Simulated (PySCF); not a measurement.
Relaxation of doublet HPN

These are results of PySCF, UPBE0, basis P def2-TZVP, N def2-TZVP, H def2-TZVP (no relativity, density fitting), not measurements. A (50,194) grid was used.

A start displaced from a saddle point along its imaginary mode, of Cs symmetry, held to at least that symmetry:

```xyz
3
charge 0 multiplicity 2, angstrom
P    -0.0075    0.0000    0.4363
N     0.0079    0.0000   -1.0974
H     0.1200    0.0000    1.8384
```

Problem. What forces act on the atoms at the start (eV/Å)?

Solution. 
```json
{"atom": "P1", "Fx": "-4.20", "Fy": "0.00", "Fz": "-2.90"}
{"atom": "N2", "Fx": "1.92", "Fy": "0.00", "Fz": "1.12"}
{"atom": "H3", "Fx": "2.28", "Fy": "0.00", "Fz": "1.78"}
```

Problem. What does it relax to?

Solution. It ends at Cs with P–H 1.449 Å, P–N 1.554 Å; H–P–N 99.1°. A frequency run shows a minimum. Other isomers or separated fragments may lie lower.

Problem. How much energy is released, and in how many steps?

Solution. 211.1 kJ/mol in 9 steps.

The relaxation took 10 s on 2 threads of a shared Arm Neoverse V1 host, with 74 basis functions and 10 gradients; the process peaked at 0.72 GiB. Launch command: `OMP_NUM_THREADS=2 python axn.py task.json out`.
